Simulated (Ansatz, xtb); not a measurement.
Molecule: dimethylacetylene, C$_{4}$H$_{6}$ (charge 0, singlet). SMILES: CC#CC
Structure (B3LYP-D3(BJ)/def2-TZVP (Ansatz, a first-principles code) minimum search):
```xyz
10

C     -0.0002     0.0011     2.0565
C     -0.0001     0.0003     0.6006
C      0.0001    -0.0003    -0.6006
C      0.0002    -0.0011    -2.0565
H     -0.0090     1.0202     2.4498
H     -0.8782    -0.5156     2.4506
H      0.8864    -0.5005     2.4508
H     -0.0085     1.0175    -2.4509
H      0.8870    -0.5032    -2.4500
H     -0.8777    -0.5183    -2.4502
```

Harmonic wavenumbers from GFN2-xTB (xtb, at its own minimum), cm⁻¹: -19, 219, 219, 302, 302, 772, 1002, 1002, 1055, 1055, 1218, 1390, 1396, 1461, 1462, 1462, 1462, 2428, 2997, 2997, 2999, 2999, 3006, 3008.

Question: Give the harmonic wavenumbers at B3LYP-D3(BJ)/def2-TZVP (Ansatz, finite differences of forces, unscaled).

Answer: 22, 201, 201, 402, 402, 726, 1049, 1049, 1067, 1067, 1171, 1417, 1420, 1480, 1480, 1481, 1481, 2362, 3026, 3026, 3080, 3080, 3081, 3081 cm⁻¹. Zero-point energy 52.7 kcal/mol.
